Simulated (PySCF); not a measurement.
A geometry optimisation on `[CH3-]`.

Method: PBE0-D3(BJ)/def2-SVP geometry optimisation, gas phase (PySCF 2.14.0). Start geometry: GFN2-xTB. A driver script takes a list of jobs; this job's settings line and coordinates (Å) are shown.

Input:
```
{"job": {"xc": "PBE0", "basis": "def2-SVP", "d3": "d3bj", "grid": 1, "kind": "geom"}, "charge": -1, "multiplicity": 1}
C     -0.009941     0.018620     0.375238
H      1.022306    -0.151561    -0.092918
H     -0.629777    -0.810332    -0.116825
H     -0.372354     0.948045    -0.188349
```

Output:
```
step   0  E = -39.71918720  max force = 0.007772
step   1  E = -39.71963837  max force = 0.003811
step   2  E = -39.71969332  max force = 0.002014
step   3  E = -39.71970637  max force = 0.000013
optimisation converged
```

Energies in Eh; «max force» is the largest Cartesian gradient component in Eh/bohr.

Task: How much energy does the optimisation release, in kJ/mol?

Result: E(step 0) − E(last step) = 0.000519 Eh, which is 1.4 kJ/mol.

Task: Give the first gradient maximum in eV/Å.

Result: With 1 Eh/bohr = 51.422 eV/Å, 0.400 eV/Å.

Summary of the converged run: final energy -39.71971 Eh after 3 steps.

Task: Where do the atoms end?

Result: 0.025 Å rms from the input after alignment:
```
atom  x, y, z in Å
C1    -0.0109    0.0190    0.3948
H2     0.9551    0.3180   -0.1218
H3    -0.1887   -0.9863   -0.1021
H4    -0.7453    0.6542   -0.1937
```

Time: 1.1 s wall; peak memory 0.23 GiB. Hardware: an Arm Neoverse V1 with one thread, shared host with 32 logical CPUs at a one-minute load of 22.
Labels such as C1 count atoms from 1, the log's own numbers from 0.
